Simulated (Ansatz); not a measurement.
**LiC+ (triplet): wave-function methods side by side, def2-TZVPP**

An exercise on one series of results from a longer session: the logs are not shown, and one member is left open.

Computed with Ansatz 0.2.0, Gaussian basis. Level: def2-TZVPP, core rule «outside noble gas», up to 2 orbitals frozen.

Plan: UHF; ROHF; CCSD(T) on UHF.

2 further runs of the same task are left out: 2 set aside as unsound or not needed.

## The system

The geometry is a PBE0/def2-TZVP stationary point (not a proven minimum) of the parent state, kept for this charge and spin.

2 atoms, charge 1, spin multiplicity 3.

Atoms are counted from 1 here; the program's logs count them from 0.

Bond lengths: C1–Li2 2.292 Å.

The first run:

Contents of in.yaml:

```yaml
crystal:
  periodic: [false, false, false]
  atoms:
    - {symbol: C, position_ang: [0.000000, 0.000000, 0.000000]}
    - {symbol: Li, position_ang: [0.000000, 0.000000, 2.292400]}
basis:
  gaussian: {orbitals: def2-TZVPP}
total_charge: 1
magnetization: {spin_polarized: true, initial_magnetization: 2}
hamiltonian: {xc: hf}
output: {orbitals: {seedname: orbitals}}
```

On the command line:

```bash
> ansatz run in.yaml --threads 1 --pin off --events-out ev --progress --plain --max-ram 4096MiB --backend cpu
```

Steps of the session up to this table: UHF; ROHF; CCSD(T) on UHF.

One table of the session follows, with a row left open; its other results are not shown here.

It belongs to the step «Misses and costs». 

```
  method  from UCCSD(T) (kcal/mol)
    ROHF                    +57.57
     UHF                         ?
    UMP2                    +13.85
   UCCSD                     +1.26
UCCSD(T)                         0
```

Q: Estimate the row for UHF from the others.

**Answer.** from UCCSD(T) (kcal/mol): +54.76. In the column «from UCCSD(T) (kcal/mol)» it lies between UMP2 (+13.85) and ROHF (+57.57).
